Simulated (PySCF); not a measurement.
C6H10.
SMILES: `C=C/C=C\CC`

Torsions of this conformer, `[CH2:1]=[CH:2]/[CH:3]=[CH:4]\[CH2:5][CH3:6]`: C1–C2–C3–C4 180°, C3–C4–C5–C6 114°.

The closed-shell ground state was solved at several levels (PySCF, density fitting, gas phase, non-relativistic). One conformer (not necessarily the lowest) at the PBE0-D3(BJ)/def2-SVP geometry, without solvent, vibrations or thermal averaging.

| level | basis functions | HOMO (eV) | LUMO (eV) | gap (eV) | dipole (D) |
| --- | --- | --- | --- | --- | --- |
| CAM-B3LYP/def2-SVPD | 200 | -7.72 | 0.32 | 8.04 | 0.55 |
| PBE0/pcSseg-1 | 152 | -6.50 | -0.72 | 5.78 | 0.54 |
| B3LYP/pcJ-1 | 262 | -6.27 | -0.90 | 5.37 | 0.53 |

(1) Estimate the row for wB97X-D/pcSseg-2, a basis of 356 functions; the other rows only guide the guess.

(2) Over all these levels, which gives the widest orbital gap and which the narrowest?

(3) How far do the dipole and the HOMO energy spread over the levels?

Results:

(1) HOMO -8.23 eV, LUMO 0.95 eV, gap 9.18 eV, dipole 0.59 D.

(2) wB97X-D/pcSseg-2 (range-separated hybrid) has the widest, 9.18 eV, and B3LYP/pcJ-1 (global hybrid, 20 % exact exchange) the narrowest, 5.37 eV. Functional and basis both differ between the two, so the spread mixes both effects.

(3) The dipole runs from 0.53 to 0.59 D (mean 0.55 D) and the HOMO from -8.23 to -6.27 eV.
